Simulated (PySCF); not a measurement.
**Basis and Hamiltonian dependence of the electron affinity of H**

H⁻ 1s2 (1S) → H 1s1 (2S). All values are computed (PySCF 2.14, energy differences of UHF-based or UKS calculations, no spin-orbit coupling). Values in eV.

| basis | Hamiltonian | functions | UHF | r2SCAN | PBE0 | MP2 (valence) | CCSD(T) (valence) |
| --- | --- | --- | --- | --- | --- | --- | --- |
| ANO-RCC-VTZP | spin-free X2C | 14 | -0.338 | 0.702 | 0.606 | 0.400 | 0.707 |
| def2-TZVPPD | non-relativistic | 17 | -0.906 | 0.031 | -0.048 | -0.213 | 0.029 |
| x2c-TZVPPall with one added diffuse shell each of s, p type | spin-free X2C | 18 | -0.341 | 0.685 | 0.590 | 0.390 | 0.692 |
| aug-cc-pVTZ-DK | spin-free X2C | 23 | -0.332 | 0.711 | 0.613 | 0.438 | 0.728 |
| dyall-av3z | spin-free X2C | 29 | -0.329 | 0.722 | 0.621 | 0.446 | 0.738 |
| dyall-av3z | non-relativistic | 29 | -0.329 | 0.722 | 0.621 | 0.446 | 0.738 |
| dyall-acv3z | spin-free X2C | 29 | -0.329 | 0.722 | 0.621 | 0.446 | 0.738 |
| aug-cc-pVTZ with one added diffuse shell each of s, p, d type | non-relativistic | 32 | -0.330 | 0.737 | 0.629 | 0.449 | 0.740 |
| def2-QZVPPD | non-relativistic | 33 | -0.610 | 0.355 | 0.268 | 0.124 | 0.367 |
| x2c-QZVPPall with one added diffuse shell each of s, p, d type | spin-free X2C | 39 | -0.337 | 0.695 | 0.599 | 0.443 | 0.719 |
| aug-cc-pVQZ-DK | spin-free X2C | 46 | -0.330 | 0.714 | 0.616 | 0.466 | 0.740 |
| aug-cc-pVQZ with one added diffuse shell each of s, p, d, f type | non-relativistic | 62 | -0.330 | 0.737 | 0.630 | 0.475 | 0.749 |
| aug-cc-pV5Z | non-relativistic | 80 | -0.329 | 0.720 | 0.620 | 0.480 | 0.747 |

Estimate the row for dyall-acv3z (non-relativistic, 29 functions).

From the rows with the same Hamiltonian and similar size; the calculation gives UHF -0.33; r2SCAN 0.72; PBE0 0.62; MP2 (valence) 0.45; CCSD(T) (valence) 0.74 (eV).

Extrapolation of CCSD(T) (valence) from aug-cc-pVTZ-DK and aug-cc-pVQZ-DK: the correlation parts are 1.059 and 1.070 eV; with the X⁻³ form and unrounded values, (4³ × 1.070 − 3³ × 1.059)/(4³ − 3³) = 1.078 eV, and adding the Hartree-Fock value -0.330 eV of the larger basis gives 0.748 eV.

Frozen in the all-electron rows: valence: nothing.

At CCSD(T) (valence), def2-TZVPPD, def2-QZVPPD lie more than 0.3 eV from the median of the rows with comparable relativity.

In most of these bases the highest occupied level of the anion is positive at r2SCAN, PBE0, so the basis helps to hold the electron.

Reference for a calculation without spin-orbit coupling: 0.754 eV (measured; photodetachment measurements, as compiled on the Wikipedia data page of electron affinities).
